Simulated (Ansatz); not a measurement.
# fcc Au

Level of theory: r²SCAN (PAW; Ansatz, a program for electronic structure).

Settings: plane-wave cutoff 600 eV, 16×16×16 k mesh, Fermi–Dirac smearing 0.1 eV, finite displacements, force constants from a 4×4×4 q mesh, scalar-relativistic PAW data made under PBE.

Cell: relaxed at this level.

For fcc Au, the zero-point energy is 0.015 eV/atom.

Spin–orbit coupling is not included; it can shift volumes and moduli of such heavy elements.
